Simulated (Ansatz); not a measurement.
Input for Ansatz (development build ahead of 0.2.0):

```yaml
crystal:
  periodic: [false, false, false]
  atoms:
    - { symbol: H, position_ang: [2.12855, 0.88464, 0.15689] }
    - { symbol: C, position_ang: [1.55442, 0.0, -0.13663] }
    - { symbol: C, position_ang: [0.18109, -0.00019, 0.49816] }
    - { symbol: C, position_ang: [-0.95723, 0.75588, -0.13991] }
    - { symbol: C, position_ang: [-0.95722, -0.75573, -0.1401] }
    - { symbol: H, position_ang: [1.48094, 0.00056, -1.22848] }
    - { symbol: H, position_ang: [2.12861, -0.88478, 0.15624] }
    - { symbol: H, position_ang: [0.18845, -0.00024, 1.58446] }
    - { symbol: H, position_ang: [-1.66439, 1.26919, 0.50089] }
    - { symbol: H, position_ang: [-0.76177, 1.26047, -1.07979] }
    - { symbol: H, position_ang: [-1.66416, -1.26925, 0.50086] }
    - { symbol: H, position_ang: [-0.76255, -1.26035, -1.08015] }
basis:
  gaussian: { orbitals: cc-pVTZ }
hamiltonian:
  xc: hf
correlation:
  method: mp2
  frozen_orbitals: { C: 1, H: 0 }
```

The input is written out in the form of the current development build from the run's settings.

Results

```yaml
Converged: yes
Reference_energy: -156.15072 hartree
Correlation_energy: -0.69197 hartree
Total_energy: -156.84269 hartree
Spin_squared_of_the_determinant: 0.000
Stability_test: minimum among restricted orbitals
```
